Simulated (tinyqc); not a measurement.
Inside a calculation. Method: Pariser-Parr-Pople SCF with singles CI, for the molecule C1=CC=C1 (SMILES; centres numbered as the heavy atoms are written). Computed by tinyqc, a small Python program that keeps every step. Settings: charge = 0, gamma = MN, start = core, damping = 0.3, iteration cap = 80, excitations kept = 4. Command: `OMP_NUM_THREADS=1 python tinyqc.py 27874 27875 out.jsonl` (the two numbers bound the seeds that draw the settings). One thread of a shared host (Intel(R) Xeon(R) Processor @ 2.60GHz), about 0.01 s of CPU time with the checks. Later iterations appear only in the table of the cycle.

## PPP integrals

Centres (angstrom, eV; a flat drawing with bonds scaled to 1.40 angstrom):

| centre | x | y | core charge z | W | gamma_rr |
|---|---|---|---|---|---|
| 1C | 0.9900 | 0.0000 | 1 | 11.1600 | 11.1300 |
| 2C | 0.0000 | 0.9900 | 1 | 11.1600 | 11.1300 |
| 3C | -0.9900 | 0.0000 | 1 | 11.1600 | 11.1300 |
| 4C | 0.0000 | -0.9900 | 1 | 11.1600 | 11.1300 |

Resonance integrals (eV):

| i | j | beta |
|---|---|---|
| 1 | 2 | -2.3900 |
| 2 | 3 | -2.3900 |
| 3 | 4 | -2.3900 |
| 4 | 1 | -2.3900 |

Mataga-Nishimoto: gamma = 14.399645/(R + a), a = 2 x 14.399645/(gamma_rr + gamma_ss); H_rr = -W_r - sum_(s != r) z_s gamma_rs; H_rs = beta for bonds.

repulsion gamma_rs (eV), lower triangle:
```
         1C       2C       3C       4C
1C  11.1300
2C   5.3454  11.1300
3C   4.3985   5.3454  11.1300
4C   5.3454   4.3985   5.3454  11.1300
```

core matrix H (eV), lower triangle:
```
          1C        2C        3C        4C
1C  -26.2493
2C   -2.3900  -26.2493
3C    0.0000   -2.3900  -26.2493
4C   -2.3900    0.0000   -2.3900  -26.2493
```

## Starting guess

pi electrons, sum of z_r less the charge = 4

Orbitals of the core matrix H.

P at the start, lower triangle:
```
         1C      2C      3C      4C
1C   1.5000
2C   0.5000  0.5000
3C  -0.5000  0.5000  1.5000
4C   0.5000  0.5000  0.5000  0.5000
```

## Iteration 1: Fock matrix

F_rr = H_rr + P_rr gamma_rr / 2 + sum_(s != r) P_ss gamma_rs; F_rs = H_rs - P_rs gamma_rs / 2; E = tr P (H + F) / 2 + core repulsion sum_(r<s) z_r z_s gamma_rs.

F (eV), lower triangle:
```
         1C       2C       3C       4C
1C  -5.9587
2C  -3.7263  -5.2313
3C   1.0996  -3.7263  -5.9587
4C  -3.7263  -1.0996  -3.7263  -5.2313
```

pi energy = -47.2060 eV

## Iteration 1: orbitals and new P

Diagonalise F (the basis is taken as orthonormal) and form P = 2 sum c c over the lowest orbitals; 0.3 of the old P is kept.

orbital energies (eV): -13.0839  -7.0583  -4.1317  1.8939

P after iteration 1, lower triangle:
```
         1C      2C      3C      4C
1C   1.4656
2C   0.4983  0.5344
3C  -0.5344  0.4983  1.4656
4C   0.4983  0.5344  0.4983  0.5344
```

## Iteration 2: Fock matrix

As before.

F (eV), lower triangle:
```
         1C       2C       3C       4C
1C  -5.9336
2C  -3.7218  -5.2564
3C   1.1753  -3.7218  -5.9336
4C  -3.7218  -1.1753  -3.7218  -5.2564
```

pi energy = -47.2637 eV

## Iteration 2: orbitals and new P

As before.

orbital energies (eV): -13.0855  -7.1089  -4.0811  1.8955

P after iteration 2, lower triangle:
```
         1C      2C      3C      4C
1C   1.4506
2C   0.4973  0.5494
3C  -0.5494  0.4973  1.4506
4C   0.4973  0.5494  0.4973  0.5494
```

## Convergence

Stop when output and input P, before any damping, agree to 1e-7.

Course of the cycle:

| iteration | E (eV) | largest \|P(out) - P(in)\| |
|---|---|---|
| 1 | -47.205973 | 4.91e-02 |
| 2 | -47.263680 | 2.15e-02 |
| 3 | -47.285364 | 9.37e-03 |
| 4 | -47.292706 | 4.10e-03 |
| 5 | -47.295069 | 1.79e-03 |
| 6 | -47.295809 | 7.85e-04 |
| 7 | -47.296037 | 3.44e-04 |
| 8 | -47.296106 | 1.51e-04 |
| 9 | -47.296128 | 6.60e-05 |
| 10 | -47.296134 | 2.89e-05 |
| 11 | -47.296136 | 1.27e-05 |
| 12 | -47.296136 | 5.56e-06 |
| 13 | -47.296137 | 2.44e-06 |
| 14 | -47.296137 | 1.07e-06 |
| 15 | -47.296137 | 4.69e-07 |
| 16 | -47.296137 | 2.06e-07 |
| 17 | -47.296137 | 9.01e-08 |

Converged in 17 iterations.

## Converged orbitals

Charges are z - P_rr.

orbital energies (eV): -13.0838  -7.1482  -4.0418  1.8938

coefficients:
```
       MO1      MO2      MO3      MO4
1C  0.4685   0.7071   0.0000   0.5297
2C  0.5297   0.0000   0.7071  -0.4685
3C  0.4685  -0.7071   0.0000   0.5297
4C  0.5297   0.0000  -0.7071  -0.4685
```

pi charges: 1C -0.4389, 2C 0.4389, 3C -0.4389, 4C 0.4389

## Singles CI, singlets

Over the 4 single excitations with the smallest orbital gaps: A = (e_a - e_i) delta + 2 (ia|jb) - (ij|ab), with (pq|rs) = sum c_mp c_mq gamma_mn c_nr c_ns. f = 2/3 w |mu|^2 in atomic units, mu = sqrt2 sum c_ia sum_m c_mi c_ma R_m.

singlet CI matrix (eV), lower triangle:
```
         2>3     1>3     2>4      1>4
2>3  -2.2391
1>3   0.0000  6.1162
2>4   0.0000  0.0000  6.1162
1>4   0.0000  0.0000  0.0000  10.8235
```

singlet excitation energies (eV): -2.2391  6.1162  6.1162  10.8235

oscillator strengths: 0.0000  0.5885  0.5885  0.0000

## Singles CI, triplets

Over the 4 single excitations with the smallest orbital gaps: A = (e_a - e_i) delta - (ij|ab), with (pq|rs) = sum c_mp c_mq gamma_mn c_nr c_ns.

triplet CI matrix (eV), lower triangle:
```
         2>3     1>3     2>4     1>4
2>3  -2.2391
1>3   0.0000  2.3394
2>4   0.0000  0.0000  2.3394
1>4   0.0000  0.0000  0.0000  8.4407
```

triplet excitation energies (eV): -2.2391  2.3394  2.3394  8.4407
